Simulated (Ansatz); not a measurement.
# Relaxing SiW₃

Level of theory: Ansatz 0.2.0, DFT PBE, scalar-relativistic, plane waves, PAW. Cutoff 420 eV, Γ-centred k mesh, Gaussian smearing, no spin polarisation in the final step.

This is the end of a relaxation of cell and atoms.

```yaml
crystal:
  lattice:
    - [3.94436, 0.00000, 0.00000]
    - [0.00000, 3.94436, 0.00000]
    - [0.00000, 0.00000, 3.94436]
  atoms:
    - { symbol: Si, position: [0.00000, 0.00000, 0.00000] }
    - { symbol: W, position: [0.00000, 0.50000, 0.50000] }
    - { symbol: W, position: [0.50000, 0.00000, 0.50000] }
    - { symbol: W, position: [0.50000, 0.50000, 0.00000] }
```

Energies over the elements count from the elements' standard structures at the same level, with no empirical corrections.

(1) What space group does it have?

(2) How far does it lie from the elements in energy?

(3) Is it a metal?

Results:

(1) Pm-3m (No. 221). Conventional cell: a = 3.944 Å. Si is coordinated by 12 W at 2.79 Å; around W lie 4 Si at 2.79 Å and 8 W at 2.79 Å.

(2) 0.26 eV/atom.

(3) Yes, bands cross the Fermi level on the 12×12×12 mesh.

The final run used a 12×12×12 mesh on its 4-atom cell and 0.10 eV smearing. The k mesh leaves about 4 meV/atom of noise in metals. Spin–orbit coupling is left out. The cell came from a trial start, so SiW₃ may not exist in this structure.

Cost: 2 runs of about 0.62 core-minutes in all, on Intel Xeon Platinum 8259CL (Skylake/Cascade Lake) (shared hosts).